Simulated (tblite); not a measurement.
C₄H₄N₂.
Atom-mapped SMILES: `[N:1]#[C:2][CH2:3][CH2:4][C:5]#[N:6]` (hydrogens: H7, H8 on C3; H9, H10 on C4)

Structure used (GFN2-xTB), in Å, numbered top down from 1:
```xyz
10
C4H4N2 angstrom
N     -2.896   -0.396   -0.220
C     -1.848    0.048   -0.130
C     -0.511    0.576   -0.018
C      0.512   -0.575    0.015
C      1.849   -0.047    0.125
N      2.899    0.394    0.214
H     -0.318    1.231   -0.873
H     -0.442    1.172    0.897
H      0.321   -1.229    0.870
H      0.442   -1.170   -0.900
```

Computed values, GFN2-xTB/tblite, gas phase, harmonic and unscaled. Against measured fundamentals such values can be off by several per cent, at times by over 20. One conformer, not necessarily the lowest.

Harmonic wavenumbers (cm⁻¹): 61.7, 125.1, 212.6, 367.2, 400.0, 516.8, 519.9, 779.1, 976.5, 981.8, 992.6, 1057.6, 1100.4, 1214.7, 1229.3, 1317.9, 1425.0, 1425.9, 2418.0, 2418.5, 2954.2, 2966.7, 2967.2, 2976.6.

A = 25357, B = 1530, C = 1469 MHz; mass 80.037 u (most abundant isotopes); point group C2h, symmetry number 2.

Question: Zero-point energy?

Answer: Half the sum of the wavenumbers: 15703 cm⁻¹ = 44.90 kcal/mol.

Question: Give the ideal-gas entropy at 298.15 K and 1 bar in the rigid-rotor, harmonic-oscillator model (classical rotation).

Answer: Translation 39.08, rotation 24.76, vibration 13.52: S = 77.4 cal/(mol K).

Question: And Cp and H(298.15 K) − H(0)?

Answer: Cp = 22.29 cal/(mol K), of which vibrations give 14.34 (their classical limit is 24 R = 47.7); H(298.15 K) − H(0) = 4.52 kcal/mol without the zero-point energy, 2.15 from vibrations.

Question: Which modes carry the vibrational entropy at 298.15 K?

Answer: 61.7 cm⁻¹: 4.40; 125.1 cm⁻¹: 3.02; 212.6 cm⁻¹: 2.02; 367.2 cm⁻¹: 1.09; 400.0 cm⁻¹: 0.96; 516.8 cm⁻¹: 0.62 cal/(mol K); the other 18 give 1.41 together.

Question: How do the functions run with temperature in this model?

Answer: 
```
T (K)  S (cal/(mol K))  Cp (cal/(mol K))  H − H(0) (kcal/mol)  G − H(0) (kcal/mol)  ln q(vib)
  100             59.0              12.9                 1.03                -4.87       0.77
  200             69.5              17.6                 2.56               -11.33       1.98
  300             77.5              22.4                 4.56               -18.69       3.20
  500             91.0              30.8                 9.92               -35.58       5.62
  800            107.4              39.1                20.50               -65.44       9.09
 1000            116.6              42.7                28.70               -87.86      11.25
```

q(vib) and H(0) count from the zero-point level.

Hindered rotation and anharmonicity are outside this model. Other conformers, if any are populated, would add a mixing term that is left out.
